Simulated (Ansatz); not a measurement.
Ansatz (a program for electronic structure) input (CCSD(T)/6-31G*):

Ansatz 0.2 input:
```yaml
crystal:
  periodic: [false, false, false]
  atoms:
    - {symbol: H, position_ang: [0.01447342, 0.08638095, 2.15652780]}
    - {symbol: N, position_ang: [0.00783130, 0.06957397, 1.15314312]}
    - {symbol: C, position_ang: [0.00674851, 1.15106397, 0.33837805]}
    - {symbol: C, position_ang: [-0.00183715, -1.06265205, 0.35791557]}
    - {symbol: C, position_ang: [-0.00329642, 0.78425359, -0.97400704]}
    - {symbol: C, position_ang: [-0.00878289, -0.64908884, -0.95028013]}
    - {symbol: H, position_ang: [-0.00286866, -2.04741204, 0.79197534]}
    - {symbol: H, position_ang: [-0.00643389, 1.42496570, -1.83754978]}
    - {symbol: H, position_ang: [-0.01698230, -1.29241246, -1.81499389]}
basis:
  gaussian:
    orbitals: 6-31G*
magnetization: {spin_polarized: true, initial_magnetization: 1}
correlation: {method: ccsd_t, electrons: outside_noble_gas}
```

End of the output:

```
5 core orbitals not correlated
reference -5664.11105604 eV, -208.1522420372 hartree; 13, 12 occupied and 65, 66 virtual orbitals, 847 factors
second order -17.12893854 eV of doubles, -0.00000000 eV of singles
coupled cluster: 0.47 GiB planned
cycle   1  -18.25848079 eV  change   -1.1e-5 eV  update   2.6e-3
cycle   2  -18.25960621 eV  change   -1.1e-3 eV  update   1.6e-3
cycle   3  -18.25893154 eV  change    6.7e-4 eV  update   8.7e-4
cycle   4  -18.25914471 eV  change   -2.1e-4 eV  update   3.8e-4
cycle   5  -18.26042861 eV  change   -1.3e-3 eV  update   1.4e-4
cycle   6  -18.26074124 eV  change   -3.1e-4 eV  update   5.7e-5
cycle   7  -18.26071585 eV  change    2.5e-5 eV  update   2.3e-5
cycle   8  -18.26071396 eV  change    1.9e-6 eV  update   7.2e-6
coupled cluster: 0.47 GiB planned
perturbative correction -0.77038929 eV, -0.0283112843 hartree
Total energy: -5683.14215930 eV, -208.8516221820 hartree
```

It need not be the lowest isomer of its formula.

The determinant is spin-contaminated: <S^2> is 0.98 against 0.75 for a pure state.
